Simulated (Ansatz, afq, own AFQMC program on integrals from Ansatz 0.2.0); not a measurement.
# Where AFQMC and coupled cluster stand for AlSiH$_{3}$, singlet

```xyz
5

Si   -1.1719    0.0063    0.0220
Al    1.4166   -0.0076   -0.0266
H    -1.7486    1.3889    0.0076
H    -1.7365   -0.6584    1.2401
H    -1.7815   -0.7021   -1.1488
```

Connectivity, by distances: SiH3–Al.

Basis cc-pVDZ. Only valence electrons are correlated. AFQMC by an in-house program on the Cholesky factors that Ansatz 0.2.0 writes for its CCSD(T) run. ph-AFQMC/CISD is guided by a CISD state made of CCSD amplitudes; releasing the constraint for a short imaginary time cuts its bias at the price of noise, slowly where states lie close. ± is one standard error of the sampling.

Determinant: UHF, the one that the program's search chose, which needn't be the lowest solution. The geometry is a PBE0/def2-TZVP stationary point of this or a neighbouring charge and spin state.

No full CI on the walks' own integrals is used here; CCSDTQ serves as the reference and is uncertain by about the last step of the cluster series.

Cautions: an unrestricted solution with more broken spin lies lower (28 meV, ⟨S²⟩ 0.25), while this determinant keeps restricted orbitals.

- T1 diagnostic: 0.0153
- weight of the determinant in the CISD state: 0.854
- ⟨S²⟩ of the determinant: 0.000
- size of the correlated space: 10 electrons in 41 orbitals

```
  level  correlation energy (eV)
    MP2                  -4.0954
   CCSD                  -5.2679
CCSD(T)                  -5.3982
```

(1) Estimate where AFQMC with the constraint released lies against CCSD(T) on the same integrals.

(1) 29.9 ± 3.1 meV below CCSD(T).

Reference: CCSDTQ, correlation energy -5.434 eV. The released energy is read at 2.40 1/Eh (meV from the phaseless value at times in 1/Eh: -6.4 ± 1.7 at 0.24, -9.5 ± 1.6 at 0.51, -11 ± 3 at 0.99, -15.8 ± 2.3 at 1.62, -12 ± 3 at 2.40).

| level | E − E(reference) (meV) | share of correlation (%) |
| --- | --- | --- |
| CCSD(T) | 35.7 | 99.34 |
| CCSDT | 7.2 | 99.87 |
| CCSDT(Q) | 0.8 | 99.99 |
| ph-AFQMC/CISD | 17.7 ± 2.1 | 99.67 |
| released AFQMC | 5.8 ± 3.1 | 99.89 |

CCSDT and higher add their correlation energy to the determinant of the CCSD(T) run, since their own runs factorise the integrals more tightly (a shift of under 2 meV). A walk keeps the symmetry of its determinant, which the program's search chose and which needn't be the lowest solution, so a lower state of the same spin and another symmetry isn't excluded. Released energies are given only where the last usable release times agree within the noise; a slower fall can still hide under it.
